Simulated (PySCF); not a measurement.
**Dipole moment and polarisability across levels of theory**

Species: C4H5N.
Structure used (PBE0-D3(BJ)/def2-SVP), in Å, numbered top down from 1:
```
atom  x, y, z in Å
C1     0.028   -1.187    0.139
C2    -1.114   -0.399   -0.173
C3    -0.698    0.914   -0.239
N4     0.644    0.939    0.020
C5     1.100   -0.327    0.252
H6     0.061   -2.267    0.268
H7    -2.130   -0.753   -0.331
H8    -1.251    1.827   -0.451
H9     1.214    1.773    0.039
H10    2.146   -0.520    0.477
```

PySCF, dipoles from the SCF density, polarisabilities from static response with core orbitals frozen. Isolated species at its PBE0-D3(BJ)/def2-SVP geometry, gas phase.

How do dipole and polarisability depend on functional and basis here?

```
              level  μ (D)  error (%)  α (au)  error (%)  anisotropy (au)
      LDA/def2-SVPD  1.916       +4.1   53.80       +0.4            25.75
      PBE/def2-SVPD  1.909       +3.7   53.35       -0.4            25.84
    B3LYP/def2-SVPD  1.892       +2.8   52.75       -1.6            25.31
     PBE0/def2-SVPD  1.918       +4.2   52.17       -2.6            24.80
BHandHLYP/def2-SVPD  1.896       +3.0   51.65       -3.6            24.39
CAM-B3LYP/def2-SVPD  1.909       +3.8   52.11       -2.7            24.81
  wB97X-D/def2-SVPD  1.921       +4.4   52.36       -2.3            24.18
  LC-wPBE/def2-SVPD  1.957       +6.4   50.84       -5.1            23.89
       HF/def2-SVPD  1.926       +4.6   51.04       -4.7            23.11
        PBE0/6-31G*  1.966       +6.9   40.67      -24.1            34.16
      PBE0/def2-SVP  2.045      +11.2   43.48      -18.9            29.61
       PBE0/6-31+G*  1.986       +7.9   50.51       -5.7            23.24
   PBE0/aug-cc-pVDZ  1.893       +2.9   54.44       +1.6            23.77
     PBE0/def2-TZVP  1.958       +6.4   49.94       -6.8            25.76
    PBE0/def2-TZVPD  1.888       +2.6   53.97       +0.7            24.54
```

Reference dipole: 1.840 D (measured, gas; NIST CCCBDB Release 22 (SRD 101), experimental dipoles). Reference polarisability: 7.940 Å³ (measured, gas; NIST CCCBDB Release 22 (SRD 101), experimental polarizabilities). The anisotropy is √(½[(α1 − α2)² + (α2 − α3)² + (α3 − α1)²]). For the dipole, the smallest error is 2.6% (PBE0/def2-TZVPD) and the largest 11.2% (PBE0/def2-SVP). For the polarisability, the smallest error is 0.4% (LDA/def2-SVPD and PBE/def2-SVPD) and the largest 24.1% (PBE0/6-31G*). The dipole runs from 1.89 D (PBE0/def2-TZVPD) to 2.05 D (PBE0/def2-SVP). In one basis (def2-SVPD) the functionals order the polarisability from LC-wPBE (lowest) to LDA (highest), a spread of 6%. With PBE0 the polarisability is 44.70 au without diffuse functions (mean of 6-31G*, def2-SVP and def2-TZVP) and 52.77 au with them (mean of 6-31+G*, def2-SVPD, aug-cc-pVDZ and def2-TZVPD). Measured values can belong to vibrating molecules; the computed ones are for one fixed geometry.
